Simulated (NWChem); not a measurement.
System: hydrogen cyanide (CHN); SMILES C#N

The following NWChem deck was run.

```
start job
memory heap 200 mb stack 900 mb global 1100 mb
geometry units angstroms
  C      0.000000     0.000000    -0.491549
  N      0.000000     0.000000     0.662233
  H      0.000000     0.000000    -1.571109
end
basis spherical
  * library 6-31g*
end
dft
  xc b3lyp
  iterations 150
end
driver
  maxiter 120
end
task dft optimize
task dft freq
```

Parts of the log:

```
             Northwest Computational Chemistry Package (NWChem) 7.3.0
             --------------------------------------------------------

 ORDER OF PRIMARY AXIS IS BEING SET TO 4
 C4V symmetry detected

 AUTOZ failed to generate good internal coordinates.
 Cartesian coordinates will be used in optimizations.

                             Geometry "geometry" -> ""
                             -------------------------

 Output coordinates in angstroms (scale by  1.889725989 to convert to a.u.)

  No.       Tag          Charge          X              Y              Z
 ---- ---------------- ---------- -------------- -------------- --------------
    1 C                    6.0000     0.00000000     0.00000000    -0.49977957
    2 N                    7.0000     0.00000000     0.00000000     0.65400243
    3 H                    1.0000     0.00000000     0.00000000    -1.57933957

 Effective nuclear repulsion energy (a.u.)      23.8628035349

      Symmetry information
      --------------------

 Group name             C4v
 Group number             18
 Group order               8
 No. of unique centers     3

                           NWChem Geometry Optimization
                           ----------------------------

 maximum gradient threshold         (gmax) =   0.000450
 rms gradient threshold             (grms) =   0.000300
 maximum cartesian step threshold   (xmax) =   0.001800
 rms cartesian step threshold       (xrms) =   0.001200
 fixed trust radius                (trust) =   0.300000
 source of zmatrix                         =

          -------------------
          Energy Minimization
          -------------------

 Using diagonal initial Hessian

          --------
          Step   0

                                 NWChem DFT Module
                                 -----------------

 Summary of "ao basis" -> "ao basis" (spherical)
 ------------------------------------------------------------------------------
       Tag                 Description            Shells   Functions and Types
 ---------------- ------------------------------  ------  ---------------------
 C                           6-31g*                  6       14   3s2p1d
 N                           6-31g*                  6       14   3s2p1d
 H                           6-31g*                  2        2   2s

      Symmetry analysis of basis
      --------------------------

        a1         14
        a2          0
        b1          2
        b2          2
        e          12

            General Information
            -------------------
          SCF calculation type: DFT
          Wavefunction type:  closed shell.
          No. of atoms     :     3
          No. of electrons :    14
           Alpha electrons :     7
            Beta electrons :     7
          Charge           :     0
          Spin multiplicity:     1
          Use of symmetry is: on ; symmetry adaption is: on
          Maximum number of iterations: 150
          AO basis - number of functions:    30
                     number of shells:    14
          Convergence on energy requested:  1.00D-06
          Convergence on density requested:  1.00D-05
          Convergence on gradient requested:  5.00D-04

              XC Information
              --------------
                         B3LYP Method XC Potential
                     Hartree-Fock (Exact) Exchange  0.200
                        Slater Exchange Functional  0.800 local
                    Becke 1988 Exchange Functional  0.720 non-local
              Lee-Yang-Parr Correlation Functional  0.810
                  VWN I RPA Correlation Functional  0.190 local

             Grid Information
             ----------------
          Grid used for XC integration:  medium
          Radial quadrature: Mura-Knowles
          Angular quadrature: Lebedev.
          Tag              B.-S. Rad. Rad. Pts. Rad. Cut. Ang. Pts.
          ---              ---------- --------- --------- ---------
          C                   0.70       49           6.0       434
          N                   0.65       49           7.0       434
          H                   0.35       45           7.0       434
          Grid pruning is: on
          Number of quadrature shells:   143
          Spatial weights used:  Erf1

      Superposition of Atomic Density Guess
      -------------------------------------

 Sum of atomic energies:         -92.45222493

      Non-variational initial energy
      ------------------------------

 Total energy =     -93.075181
 1-e energy   =    -171.396201
 2-e energy   =      54.458216
 HOMO         =      -0.442004
 LUMO         =       0.059324

      Symmetry analysis of molecular orbitals - initial
      -------------------------------------------------

 !! scf_movecs_sym_adapt:    4 vectors were symmetry contaminated

  Symmetry fudging

 !! scf_movecs_sym_adapt:    4 vectors were symmetry contaminated

  Numbering of irreducible representations:

     1 a1          2 a2          3 b1          4 b2          5 e

  Orbital symmetries:

[...]

      ----------------------
      Optimization converged
      ----------------------

  Step       Energy      Delta E   Gmax     Grms     Xrms     Xmax
  ---- ---------------- -------- -------- -------- -------- --------
@    3     -93.41988473 -1.5D-08  0.00003  0.00001  0.00001  0.00003
                                     ok       ok       ok       ok

                         Geometry "geometry" -> "geometry"
                         ---------------------------------

 Output coordinates in angstroms (scale by  1.889725989 to convert to a.u.)

  No.       Tag          Charge          X              Y              Z
 ---- ---------------- ---------- -------------- -------------- --------------
    1 C                    6.0000     0.00000000     0.00000000    -0.50396105
    2 N                    7.0000     0.00000000     0.00000000     0.65304752
    3 H                    1.0000     0.00000000     0.00000000    -1.57420318

 Effective nuclear repulsion energy (a.u.)      23.8392260928

      Symmetry information
      --------------------

 Group name             C4v
 Group number             18
 Group order               8
 No. of unique centers     3

 ==============================================================================
                                internuclear distances
 ------------------------------------------------------------------------------
       center one      |      center two      | atomic units |  angstroms
 ------------------------------------------------------------------------------
    2 N                |   1 C                |     2.18643  |     1.15701
    3 H                |   1 C                |     2.02246  |     1.07024
 ------------------------------------------------------------------------------
                         number of included internuclear distances:          2
 ==============================================================================

[second-derivative integrals and response iterations left out]

  Vibrational analysis via the FX method

  See chapter 2 in "Molecular Vibrations" by Wilson, Decius and Cross

  Vib: Default input used

 ---------------------------- Atom information ----------------------------
     atom    #        X              Y              Z            mass
 --------------------------------------------------------------------------
    C        1  0.0000000D+00  0.0000000D+00 -9.5234830D-01  1.2000000D+01
    N        2  0.0000000D+00  0.0000000D+00  1.2340809D+00  1.4003070D+01
    H        3  0.0000000D+00  0.0000000D+00 -2.9748127D+00  1.0078250D+00
 --------------------------------------------------------------------------

[unprojected Hessian and modes left out]

[...]

 Rotational Constants
 --------------------
 A=   0.000000 cm-1  (  0.000000 K)
 B=   1.474529 cm-1  (  2.121470 K)
 C=   1.474529 cm-1  (  2.121470 K)

 Temperature                      =   298.15K
 frequency scaling parameter      =   1.0000

 Linear Molecule

 Zero-Point correction to Energy  =   10.337 kcal/mol  (  0.016474 au)
 Thermal correction to Energy     =   11.928 kcal/mol  (  0.019008 au)
 Thermal correction to Enthalpy   =   12.520 kcal/mol  (  0.019952 au)

 Total Entropy                    =   48.075 cal/mol-K
   - Translational                =   35.800 cal/mol-K (mol. weight =  27.0109)
   - Rotational                   =   11.810 cal/mol-K (symmetry #  =        1)
   - Vibrational                  =    0.465 cal/mol-K

 Cv (constant volume heat capacity) =    6.370 cal/mol-K
   - Translational                  =    2.979 cal/mol-K
   - Rotational                     =    1.986 cal/mol-K
   - Vibrational                    =    1.404 cal/mol-K

[normal modes left out]

 ----------------------------------------------------------------------------
 Normal Eigenvalue ||           Projected Infra Red Intensities
  Mode   [cm**-1]  || [atomic units] [(debye/angs)**2] [(KM/mol)] [arbitrary]
 ------ ---------- || -------------- ----------------- ---------- -----------
    1       -0.000 ||    0.000000           0.000         0.000       0.000
    2       -0.000 ||    0.000018           0.000         0.018       0.009
    3       -0.000 ||    0.006796           0.157         6.625       3.191
    4        0.000 ||    0.031889           0.736        31.087      14.971
    5        0.000 ||    0.025111           0.579        24.480      11.789
    6      770.925 ||    0.036065           0.832        35.158      16.932
    7      770.925 ||    0.036065           0.832        35.158      16.932
    8     2210.539 ||    0.001892           0.044         1.845       0.888
    9     3482.249 ||    0.053862           1.243        52.508      25.288
 ----------------------------------------------------------------------------
```

Level: B3LYP/6-31G* (spherical d).
